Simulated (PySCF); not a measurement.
# SF₅: double against triple zeta

Base calculation in PySCF with density fitting and no spin–orbit coupling, PBE0/def2-SVP (no relativity): doublet, C4v, S–F 1.571 Å, S–F 1.620 Å (×4); F–S–F 90.0° (×4), F–S–F 91.5° (×4), F–S–F 177.1° (×2); wavenumbers 235, 348 (×2), 446, 507 (×2), 538, 624, 659, 901 (×2), 921 cm⁻¹; dipole moment 0.54 D, polar-tensor charge of S 2.90 e, atomisation energy (no zero-point energy) 1432 kJ/mol.

**Question.** What changes on going to PBE0/def2-TZVP (no relativity)?

**Answer.** The point group stays the same. Changes: mean bond to S -0.019 Å, smallest bond angle 0.0 degrees, highest wavenumber -17 cm⁻¹, lowest wavenumber +2 cm⁻¹, dipole moment -0.27 D, polar-tensor charge of S +0.03 e, atomisation energy (no zero-point energy) +119 kJ/mol. The new structure has S–F 1.544 Å, S–F 1.603 Å (×4); F–S–F 90.0° (×4), F–S–F 91.7° (×4), F–S–F 176.7° (×2), with wavenumbers 237, 356 (×2), 460, 522 (×2), 551, 589, 642, 839 (×2), 904 cm⁻¹. The larger basis shortens the bonds, as added polarisation functions usually do.

Only the bonding shown was studied: isomers, or loss of a ligand pair, can lie lower.
